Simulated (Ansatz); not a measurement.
**How far each method lies from full CI for GaH₂, doublet**

Geometry: a PBE0/def2-TZVP stationary point for this spin, not checked as a minimum.

```xyz
3

Ga    0.0000   -0.0222    0.0000
H     0.0000    0.7688   -1.3831
H     0.0000    0.7688    1.3831
```

Basis aug-cc-pVDZ; Ansatz 0.2.0. Only valence electrons are correlated (noble-gas cores and the filled d shells of p-block atoms frozen), which leaves 5 electrons in 40 orbitals. Prefix R: restricted or restricted open-shell reference; prefix U: unrestricted. Active spaces: pair = (3e, 3o) about the gap; valence = (5e, 6o) chosen from the atoms' valence shells. No spin–orbit coupling is included, and no scalar relativity.

Full CI is exact within this basis and frozen core; it isn't the basis-set limit. The frozen core follows each run's orbitals, which can shift R against U totals by a few meV for light atoms and by up to 0.1 eV past Ca.

For open shells CISD is restricted-active-space CI with the open shells as a complete middle space.

* UHF ⟨S²⟩: 0.756
* T1 diagnostic (RCCSD): 0.0200
* largest doubles amplitude (RCCSD): 0.027

```tsv
level	E − E(full CI) (mEh)	share of correlation (%)	wall time
RHF	80.48	0.00	–
RMP2	21.49	73.29	–
CISD	3.53	95.61	0.96 s
RCCSD	1.75	97.83	–
RCCSD(T)	0.47	99.41	1.4 s
BCCD(T)	0.46	99.42	1.7 s
RCCSDT	-0.01	100.01	–
RCCSDT(Q)	-0.02	100.03	12 s
CASSCF (pair space)	65.98	18.01	–
NEVPT2 (pair space)	20.79	74.16	2 s
MRCISD (pair space)	2.35	97.08	–
MRCISD+Q (pair space)	-0.78	100.97	2.3 s
CASSCF (valence space)	46.62	42.08	–
NEVPT2 (valence space)	15.43	80.83	1.5 s
MRCISD (valence space)	1.01	98.75	–
MRCISD+Q (valence space)	-0.46	100.58	2 s
```

The correlation energy at full CI, counted from RHF, is -2.190 eV. That run took 16 s on 1 thread of Arm Neoverse V2, shared host over 1,948,494 determinants.

Run but not shown, since their state or frozen core can't be matched to the reference's or they repeat it: UHF, UMP2, UCCSD, UCCSD(T), UCCSDT, UCCSDT(Q).

Times hold each run's SCF and search for its determinant on a shared host, so for small cases they say little of a method's own cost; they ran on 1 thread of Arm Neoverse V2.

Not variational, and here over 5 meV under the exact energy: MRCISD+Q (pair space), MRCISD+Q (valence space).

The full-CI state has the irrep A1 of C2v, in the program's axes.

Natural occupations of full CI about the gap: 1.952 1.942 0.990 0.028 0.021 0.018 0.008 0.008 0.007 0.006; effectively unpaired electrons, Σ n²(2−n)², 1.03.
